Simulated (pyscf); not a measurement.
7 gas-phase steps of one pattern: four-centre exchange on the singlet surface, Ge–O + H–H or H–H + O–Si broken and Ge–H + H–O or H–O + H–Si formed. Optimised with ωB97X-D3(BJ)/def2-SVP in PySCF. Electronic energies in kJ/mol, from the separated reactants; ΔE‡ at ωB97M-D3(BJ)/def2-TZVP, beside the barrier at B3LYP-D3(BJ)/def2-TZVP on the same structures. Rows were drawn at random from the steps of this pattern with a verified saddle, stable references and no exit in the data more than 5 kcal/mol lower.

```json
[
 {"row": "1", "step": "HO–GeH₂–OH (SMILES [OH][GeH2][OH]) + H₂ (SMILES [H][H]) -> HO–GeH₃ (SMILES [OH][GeH3]) + H₂O (SMILES O)", "ΔE‡(B3LYP-D3(BJ))": "182.5", "ΔE‡": "182.3"},
 {"row": "2", "step": "HO–GeH(F)–F (SMILES [OH][GeH]([F])[F]) + H₂ (SMILES [H][H]) -> F–GeH₂–F (SMILES [F][GeH2][F]) + H₂O (SMILES O)", "ΔE‡(B3LYP-D3(BJ))": "185.3", "ΔE‡": "185.5"},
 {"row": "3", "step": "HO–Si(F)(F)–F (SMILES O[Si](F)(F)F) + H₂ (SMILES [H][H]) -> F–SiH(F)–F (SMILES F[SiH](F)F) + H₂O (SMILES O)", "ΔE‡(B3LYP-D3(BJ))": "226.6", "ΔE‡": "?"},
 {"row": "4", "step": "HO–SiH₂–OH (SMILES O[SiH2]O) + H₂ (SMILES [H][H]) -> HO–SiH₃ (SMILES O[SiH3]) + H₂O (SMILES O)", "ΔE‡(B3LYP-D3(BJ))": "228.8", "ΔE‡": "224.5"},
 {"row": "5", "step": "H₂N–Si(NH₂)(NH₂)–OH (SMILES N[Si](N)(N)O) + H₂ (SMILES [H][H]) → H₂N–SiH(NH₂)–NH₂ (SMILES N[SiH](N)N) + H₂O (SMILES O)", "ΔE‡(B3LYP-D3(BJ))": "226.3", "ΔE‡": "220.1"},
 {"row": "6", "step": "HO–SiH(F)–F (SMILES O[SiH](F)F) + H₂ (SMILES [H][H]) -> F–SiH₂–F (SMILES F[SiH2]F) + H₂O (SMILES O)", "ΔE‡(B3LYP-D3(BJ))": "232.2", "ΔE‡": "228.8"},
 {"row": "7", "step": "HO–SiH₂–O–SiH₂–F (SMILES O[SiH2]O[SiH2]F) + H₂ (SMILES [H][H]) → HO–SiH₂–F (SMILES O[SiH2]F) + HO–SiH₃ (SMILES O[SiH3])", "ΔE‡(B3LYP-D3(BJ))": "243.3", "ΔE‡": "241.3"}
]
```

Question: From a straight line through the complete rows, estimate the missing barrier and say how far the line can be trusted.

Answer: Over the 6 complete rows the means are +216.4 (ΔE‡(B3LYP-D3(BJ))) and 213.8 (ΔE‡); least squares gives b = 0.93 and a = 12.5 kJ/mol, with residuals of 1.6 kJ/mol (root mean square; largest 2.9, row 5). For row 3: 12.5 + 0.93 × (+226.6) = 223.2 kJ/mol. The computed barrier is 223.7 kJ/mol, 0.5 over the line. The line follows the complete rows closely. Each barrier is that of the saddle found. Elements up to Kr have no core potential and no relativistic terms here.
